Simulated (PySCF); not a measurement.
**Stretching OF**

Set-up: basis O 6-31G(d,p), F 6-31G(d,p); no relativity; PySCF 2.14. Energies in eV from O + F in their ground configurations at the same level. State: ²Π (doublet), unpaired electrons π ↑.

```tsv
R (Å)	PBE0	UHF-CCSD	M06
1.153	-1.275		-1.150
1.207	-1.917	-0.927	-1.786
1.260	-2.268	-1.365	-2.129
1.301	-2.392	-1.550	-2.247
1.341	-2.424	-1.641	-2.274
1.381	-2.387	-1.661	-2.232
1.435	-2.255	-1.606	-2.097
1.502	-2.000	-1.442	-1.846
1.582	-1.617	-1.163	-1.483
1.690	-1.101		-1.046
```

Q: Put a parabola through the three lowest points of the PBE0 curve and estimate Re, k and ωe (reduced mass 8.684 u; 1 eV/Å² = 0.16022 mdyn/Å; ωe = 1302.8·√(k/μ) cm⁻¹).

A: Through R = 1.301, 1.341, 1.381 Å the second-order coefficient is 21.6 eV/Å², so Re ≈ 1.340 Å, k ≈ 6.91 mdyn/Å and ωe ≈ 1162 cm⁻¹. A polynomial fit of higher order to the unrounded PBE0 energies gives Re = 1.338 Å, k = 7.05 mdyn/Å, ωe = 1174 cm⁻¹; anharmonicity and rounding make the difference.

The higher-order fit for each curve: PBE0: Re = 1.338 Å, ωe = 1174 cm⁻¹, De = 2.42 eV; UHF-CCSD: Re = 1.375 Å, ωe = 1052 cm⁻¹, De = 1.66 eV; M06: Re = 1.335 Å, ωe = 1176 cm⁻¹, De = 2.27 eV.

Correlated steps freeze 2 core orbitals. Correlated levels converge slowly with the basis: in double zeta they bind strong bonds too weakly, by up to about 1 eV, and carry superposition errors of some tenths. ⟨S²⟩ of the unrestricted solution departs from its pure value on part of the curve, where spin states mix. The state was picked by a PBE0 search and need not be the measured ground state.
